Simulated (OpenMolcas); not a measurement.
**A workflow on doublet [AlH3]+**

Wanted: a series of 9 runs (ROHF/3-21G, CASSCF(5,7)/3-21G, CASPT2(5,7)/3-21G, CASPT2[IPEA 0](5,7)/3-21G, SC-NEVPT2(5,7)/3-21G, PC-NEVPT2(5,7)/3-21G, MC-PDFT[tPBE](5,7)/3-21G, MRCI(5,7)/3-21G, and more) of doublet [AlH3]+. 

The calculation is run with OpenMolcas 26.06.

## 1. The molecule

[AlH3]+: 4 atoms, total charge +1, spin state doublet. As SMILES of the parent species, `[H][Al]([H])[H]`. The shape comes from GFN2-xTB, which is rough for such elements, and wasn't checked as a minimum. That shape belongs to the parent species and isn't relaxed for this state.

Bond lengths: Al1–H2 1.553 Å, Al1–H3 1.553 Å, Al1–H4 1.553 Å. Angles: H2–Al1–H3 120.0°, H2–Al1–H4 120.0°, H3–Al1–H4 120.0°.

## 2. The energy at ROHF/3-21G (run 1)

File step1.inp:

```
&GATEWAY
  BasLib = $CurrDir
  Coord
  4
  angstrom
  Al      -0.000010      -0.000020       0.000020
  H        1.552650      -0.030520       0.014610
  H       -0.749810       1.359840      -0.019120
  H       -0.802830      -1.329300       0.004480
  Basis = 3-21G
  Group = NoSym

&SEWARD

&SCF
  UHF
  Charge = 1
  Spin = 2
  PrOrbitals = 1 1

&RASSCF
  FileOrb = $Project.UnaOrb
  Spin = 2
  Nactel = 1 0 0
  Inactive = 7
  Ras2 = 1
  OutOrbitals = Canonical
  OrbListing = Nothing
```

The basis set 3-21G is read from a file made from the Basis Set Exchange's data (not shown).

Started as:

```
$ export MOLCAS_MEM=1860
$ pymolcas step1.inp > step1.log
```

The program printed:

```text
--- Start Module: gateway ---
[...]
--- Stop Module: gateway /rc=_RC_ALL_IS_WELL_ ---
[...]
      Basis functions           19
[...]
--- Start Module: scf ---
[...]
       Convergence after  24 Iterations
[...]
::    Total SCF energy                               -241.8867721247
[...]
      Total spin, S                                     0.5417266472
[...]
--- Stop Module: scf /rc=_RC_ALL_IS_WELL_ ---
--- Start Module: rasscf ---
[...]
      Number of active orbitals                  1
[...]
      Spin quantum number                      0.5
[...]
      Active orbitals                            1
[...]
      Number of CSFs                             1
[...]
      Number of root(s) required                 1
[...]
      Convergence after 36 iterations
[...]
      printout of CI-coefficients larger than  0.05 for root  1
      energy=    -241.882386
      conf/sym  1     Coeff  Weight
             1  u   1.00000 1.00000
      Natural orbitals and occupation numbers for root  1
      sym 1:   1.000000
      ************************************************************************************************************************
      *                                                    Final results                                                     *
[...]
::    RASSCF root number  1 Total energy:   -241.88238559
[...]
      Total electronic charge=   15.000000
      Total            charge=    1.000000
[...]
      Dipole Moment (debye):
      Origin of the operator (angstrom)=   -0.0000   -0.0000    0.0000
                   X= -1.3061E+00               Y=  2.3689E+00               Z= -3.3207E-02           Total=  2.7053E+00
      Center of Charge (angstrom)
[...]
--- Stop Module: rasscf /rc=_RC_ALL_IS_WELL_ ---
[...]
```

Wall time 3.3 s (1 thread of Arm Neoverse V1, shared host); peak memory 0.37 GiB.

## 3. A single-point energy at CASSCF(5,7)/3-21G (run 2)

File step2.input:

```
&GATEWAY
 BASLIB
 $CurrDir
 COORD
 4
 angstrom
 Al      -0.000010      -0.000020       0.000020
 H        1.552650      -0.030520       0.014610
 H       -0.749810       1.359840      -0.019120
 H       -0.802830      -1.329300       0.004480
 BASIS
 3-21G
 GROUP
 NoSym

&SEWARD

&RASSCF
 FILEORB
 $CurrDir/step1.RasOrb
 SPIN
 2
 NACTEL
 5 0 0
 INACTIVE
 5
 RAS2
 7
 ORBLISTING
 Nothing
 ORBAPPEAR
 Compact
```

The basis set 3-21G is read from a file made from the Basis Set Exchange's data (not shown).

Started as:

```
$ export MOLCAS_MEM=1860
$ pymolcas step2.input > step2.log
```

The program printed:

```text
--- Start Module: gateway ---
[...]
--- Stop Module: gateway /rc=_RC_ALL_IS_WELL_ ---
--- Start Module: seward ---
[...]
      Basis functions           19
--- Stop Module: seward /rc=_RC_ALL_IS_WELL_ ---
--- Start Module: rasscf ---
[...]
      Number of active orbitals                  7
[...]
      Spin quantum number                      0.5
[...]
      Active orbitals                            7
[...]
      Number of CSFs                           490
[...]
      Number of root(s) required                 1
[...]
      Convergence after 10 iterations
[...]
      printout of CI-coefficients larger than  0.05 for root  1
      energy=    -241.933152
      conf/sym  1111111     Coeff  Weight
             1  22u0000   0.96783 0.93669
            17  02u2000   0.05279 0.00279
            27  u2d0u00   0.07307 0.00534
            29  u2d000u  -0.07341 0.00539
            32  202000u   0.09706 0.00942
            34  ud200u0   0.05821 0.00339
[...]
      Natural orbitals and occupation numbers for root  1
      sym 1:   1.956773   1.935670   1.012434   0.006330   0.013053   0.026587   0.049152
      ************************************************************************************************************************
      *                                                    Final results                                                     *
[...]
::    RASSCF root number  1 Total energy:   -241.93315158
[...]
      Total electronic charge=   15.000000
      Total            charge=    1.000000
[...]
      Dipole Moment (debye):
      Origin of the operator (angstrom)=   -0.0000   -0.0000    0.0000
                   X= -7.6135E-01               Y=  1.3847E+00               Z= -1.9377E-02           Total=  1.5803E+00
      Center of Charge (angstrom)
[...]
--- Stop Module: rasscf /rc=_RC_ALL_IS_WELL_ ---
[...]
```

It took 2 s on 1 thread of Arm Neoverse V1, shared host; peak memory 0.37 GiB.

Runs 3 to 8 aren't shown in full; the table further down has their settings and results.

## 4. The energy at MRACPF(5,7)/3-21G (run 9)

File step9.inp:

```
* AlH3 MR-ACPF
>>> EXPORT MOLCAS_PRINT=2
&GATEWAY
BASLIB=$CurrDir
COORD
4
angstrom
Al      -0.000010      -0.000020       0.000020
H        1.552650      -0.030520       0.014610
H       -0.749810       1.359840      -0.019120
H       -0.802830      -1.329300       0.004480
BASIS=3-21G
GROUP=NoSym
&SEWARD
&RASSCF
FILEORB=$CurrDir/step2.RasOrb
SPIN=2
NACTEL=5 0 0
INACTIVE=5
RAS2=7
ORBLISTING=Nothing
ORBAPPEAR=Compact
&MOTRA
LUMORB
FROZEN=5
&GUGA
ELECTRONS=5
SPIN=2
INACTIVE=0
ACTIVE=7
CIALL=1
&MRCI
ACPF
```

The basis set 3-21G is read from a file made from the Basis Set Exchange's data (not shown).

Started as:

```
$ export MOLCAS_MEM=1860
$ pymolcas step9.inp > step9.log
```

The program printed:

```text
--- Start Module: gateway ---
[...]
--- Stop Module: gateway /rc=_RC_ALL_IS_WELL_ ---
[...]
      Basis functions           19
[...]
      Number of active orbitals                  7
[...]
      Spin quantum number                      0.5
[...]
      Active orbitals                            7
[...]
      Number of CSFs                           490
[...]
      Number of root(s) required                 1
[...]
      Convergence after  5 iterations
[...]
      printout of CI-coefficients larger than  0.05 for root  1
      energy=    -241.933152
      conf/sym  1111111     Coeff  Weight
             1  22u0000  -0.96782 0.93667
            17  02u2000  -0.05279 0.00279
            27  u2d0u00  -0.07308 0.00534
            29  u2d000u   0.07340 0.00539
            32  202000u  -0.09708 0.00943
            34  ud200u0  -0.05822 0.00339
[...]
      Natural orbitals and occupation numbers for root  1
      sym 1:   1.956766   1.935648   1.012439   0.006331   0.013057   0.026594   0.049165
      ************************************************************************************************************************
      *                                                    Final results                                                     *
[...]
::    RASSCF root number  1 Total energy:   -241.93315159
[...]
      Dipole Moment (debye):
      Origin of the operator (angstrom)=   -0.0000   -0.0000    0.0000
                   X= -7.5783E-01               Y=  1.3864E+00               Z= -1.9359E-02           Total=  1.5801E+00
      Center of Charge (angstrom)
[...]
      *** WARNING: Default frozen orbitals is overwritten by user input.
      *** Default values:   2
[...]
--- Start Module: guga ---
[...]
--- Stop Module: guga /rc=_RC_ALL_IS_WELL_ ---
--- Start Module: mrci ---
[...]
       USE THE DEFAULT ACPF G-VALUE GFAC=  0.40000000000000002
[...]
    MR ACPF CALCULATION.
[...]
            REFERENCE CI ENERGY:  -241.93315159
[...]
        ACPF CORRELATION ENERGY:    -0.00806581
                    ACPF ENERGY:  -241.94121740
[...]
      Total electronic charge=   15.000000
      Total            charge=    1.000000
[...]
  ACPF State   1     Total energy:   -241.94121740
[...]
--- Stop Module: mrci /rc=_RC_ALL_IS_WELL_ ---
[...]
```

Run time: 2.6 s. Hardware: 1 thread of Arm Neoverse V1, shared host; peak memory 0.37 GiB.

## 5. Overview of the runs

| run | level | active rule | inactive | energy (Eh) | wall time |
| --- | --- | --- | --- | --- | --- |
| 1 | ROHF/3-21G | – | – | -241.882386 | 3.3 s |
| 2 | CASSCF(5,7)/3-21G | full valence | 5 | -241.933152 | 2 s |
| 3 | CASPT2(5,7)/3-21G | full valence | 5 | -241.939370 | 2 s |
| 4 | CASPT2[IPEA 0](5,7)/3-21G | full valence | 5 | -241.939602 | 2.1 s |
| 5 | SC-NEVPT2(5,7)/3-21G | full valence | 5 | -241.938784 | 2.2 s |
| 6 | PC-NEVPT2(5,7)/3-21G | full valence | 5 | -241.938879 | 2.3 s |
| 7 | MC-PDFT[tPBE](5,7)/3-21G | full valence | 5 | -242.261840 | 2.2 s |
| 8 | MRCI(5,7)/3-21G | full valence | 5 | -241.941190 | 2.6 s |
| 9 | MRACPF(5,7)/3-21G | full valence | 5 | -241.941217 | 2.6 s |

## 6. Results

| quantity | value |
| --- | --- |
| run 9, MRACPF(5,7)/3-21G: total energy | -241.94122 Eh |

**Reading.** Below the ROHF energy at the same shape and in the same basis (3-21G): CASSCF(5,7) -50.8 mEh; CASPT2(5,7) -57.0 mEh; CASPT2[IPEA 0](5,7) -57.2 mEh; SC-NEVPT2(5,7) -56.4 mEh; PC-NEVPT2(5,7) -56.5 mEh; MRCI(5,7) -58.8 mEh. Active-space methods hold only the correlation inside their space unless a perturbation or CI step follows. All runs together took 21 s, the longest 3.3 s.
